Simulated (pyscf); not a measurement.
H₂N–InH–SH + H₂ → H₂N–InH₂ + H₂S, a four-centre exchange (singlet surface; In–S, H–H broken, H–In, H–S formed). PySCF, gas phase, ωB97X-D3(BJ)/def2-SVP geometries. Energies in kcal/mol from the separated reactants.

Small-basis levels: PySCF, no dispersion term, spherical d functions. AM1 to PM7: differences of heats of formation from MOPAC, which are fitted to 298 K values and so differ in kind from electronic energies by zero-point and thermal terms. Cost: rough CPU time at the saddle relative to B3LYP/6-31G*+LANL2DZ, from one job on a shared machine.

| level | barrier | reaction energy | cost |
|---|---|---|---|
| BP86/6-31G*+LANL2DZ | 31.1 | +18.6 | 1 |
| B3LYP/LANL2DZ | 40.5 | +20.9 | 0.7 |
| B3LYP/6-31G*+LANL2DZ | 36.3 | +17.8 | 1 |
| PBE/def2-SVP | 23.5 | +15.2 | 2 |
| B3LYP/def2-SVP | 29.8 | +14.0 | 2 |
| AM1 | 25.2 | +10.9 | under 0.02 |
| PM3 | 25.7 | +31.8 | under 0.02 |
| PM6 | 53.0 | +57.7 | under 0.02 |
| PM7 | 64.3 | +60.2 | under 0.02 |
| ωB97M-D3(BJ)/def2-TZVP | 32.8 | +15.6 | – |

Against the last row the barrier runs from -9.3 (PBE/def2-SVP) to +31.5 kcal/mol (PM7). At PM3, PM6 this geometry lies under one side, so the entry may be no barrier of that level: it is a single point on another level's saddle. ωB97M-D3(BJ)/def2-TZVP has limits of its own. On the product side the descent ends in an adduct with a In–S contact (not fully relaxed), 10.5 kcal/mol under the separated species and 22.9 kcal/mol under the saddle at ωB97X-D3(BJ)/def2-TZVP. What is counted as broken (In–S) persists as a longer contact in the product adduct; parting that adduct is a step of its own. This is the saddle that the search found; another between the same sides may lie lower. In the def2 sets elements past Kr carry core potentials, without spin-orbit coupling.
